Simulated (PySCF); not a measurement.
Magnetic shielding above rings: a mixed set.

NICS is the negative of the GIAO shielding at a point without a nucleus: at the ring centre (0) and 1 Å above and below it (1); zz is the component along the ring normal. Level: GIAO PBE0/pcSseg-1 (PySCF, non-relativistic, gas phase) on the GFN2-xTB geometries, one conformer each. Atom numbers follow the mapped SMILES.

Task: Order these rings by mean NICS(1)zz, lowest (most negative) first (ppm).
A. ring C3–C4–C5–N9–N10 in `[CH2:1]=[CH:2][c:3]1[cH:4][c:5]([CH2:6][S:7][SiH3:8])[n:9][nH:10]1`
B. ring C2–N3–N4–N8–C9 in `[CH3:1][c:2]1[n:3][n:4]([SiH:5]([CH3:6])[CH3:7])[n:8][c:9]1[CH:10]=[O:11]`
C. ring Si7–C8–C9–C10–C11 in `[F:1][C:2]([F:3])([F:4])[CH2:5][O:6][SiH:7]1[CH:8]=[CH:9][CH:10]=[CH:11]1`
D. ring C1–C2–N3–C4–C5–N6 in `[cH:1]1[cH:2][n:3][cH:4][cH:5][n:6]1`
E. ring C3–P4–C5–C8–P10 in `[CH2:1]=[CH:2][c:3]1[p:4][c:5]([CH:6]=[CH2:7])[c:8]([CH3:9])[p-:10]1` (charge -1)
F. ring C3–C4–C5–N8–N9 in `[CH2:1]=[CH:2][c:3]1[cH:4][c:5]([S:6][SiH3:7])[n:8][n:9]1[CH3:10]`
G. ring C4–C5–C6 in `[CH:1]#[C:2][C:3]1([c:4]2[cH:5][cH+:6]2)[CH2:7][CH2:8]1` (charge +1)

Result: B (-30.6), D (-29.1), A (-27.3), F (-24.1), G (-22.8), E (-18.3), C (4.8).

```tsv
SMILES	ring	NICS(0)	NICS(1)	NICS(1)zz	HOMA	rms pucker (Å)	ring atoms with four or more neighbours
Cc1nn([SiH](C)C)nc1C=O	5-membered ring with 3 N; formal bonds all aromatic	-11.6	-13.0	-30.6	0.92	0.00	0
c1cnccn1	6-membered ring with 2 N; formal bonds all aromatic	-5.8	-11.3	-29.1	0.99	0.00	0
C=Cc1cc(CS[SiH3])n[nH]1	5-membered ring with 2 N; formal bonds all aromatic	-12.0	-10.9	-27.3	0.97	0.00	0
C=Cc1cc(S[SiH3])nn1C	5-membered ring with 2 N; formal bonds all aromatic	-11.3	-10.4	-24.1	0.96	0.00	0
C#CC1(c2c[cH+]2)CC1	3-membered carbocycle; bonds drawn aromatic by RDKit's count	-24.6	-13.3	-22.8	0.82	0.00	0
C=Cc1pc(C=C)c(C)[p-]1	5-membered ring with 2 P; formal bonds all aromatic	-6.9	-8.4	-18.3	0.71	0.00	0
FC(F)(F)CO[SiH]1C=CC=C1	5-membered ring with Si; formal bonds 2 double, 3 single	3.6	0.3	4.8	–	0.01	1
```

NICS(0) gives another order. The isotropic NICS(1) gives another order. Over the 6 rings with a HOMA value its correlation coefficient with NICS(1)zz is -0.82. HOMA uses Krygowski's 1993 parameters; it is left out where a ring has a four-coordinate atom, a triple bond, no multiple bond or a kind of bond without parameters. NICS(1) and NICS(1)zz are means over the two faces.
